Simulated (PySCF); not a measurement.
Geometries of 3 isomers of CH3NO, from PySCF, PBE0-D3(BJ)/def2-SVP geometry optimisation, gas phase. One conformer each, no zero-point energy, no frequencies.

**Question.** Which is lowest in electronic energy at this level?
A.
```xyz
6
angstrom
C     -0.409    0.033    0.043
N      0.921   -0.561    0.211
O      1.780   -0.016   -0.413
H     -0.751    0.340    1.044
H     -1.084   -0.770   -0.293
H     -0.394    0.879   -0.661
```
B.
```xyz
6
angstrom
C      0.726    0.289   -0.268
N     -0.520    0.061   -0.197
O     -0.884   -0.514    0.984
H      1.094    0.750   -1.188
H      1.421    0.040    0.547
H     -1.836   -0.627    0.896
```
C.
```xyz
6
angstrom
N     -0.588   -0.338    0.143
C      0.568    0.313   -0.131
O      1.599   -0.211   -0.473
H     -0.622   -1.345    0.050
H     -1.424    0.161    0.410
H      0.466    1.420    0.002
```

**Answer.** C. That is `NC=O` (CH3NO), 54.6 kcal/mol below the next.

```tsv
SMILES	atoms numbered as above	E (Eh)	relative (kcal/mol)	relative (kJ/mol)	dipole (D)
NC=O	[NH2:1][CH:2]=[O:3]	-169.58176	0.0	0.0	3.88
C=NO	[CH2:1]=[N:2][OH:3]	-169.49480	54.6	228.3	0.10
CN=O	[CH3:1][N:2]=[O:3]	-169.47583	66.5	278.1	2.42
```

As drawn, the lowest has a C=O bond, an N–H bond and a C(=O)–N unit, which the highest lacks; the highest has an N–O linkage, which the lowest lacks.
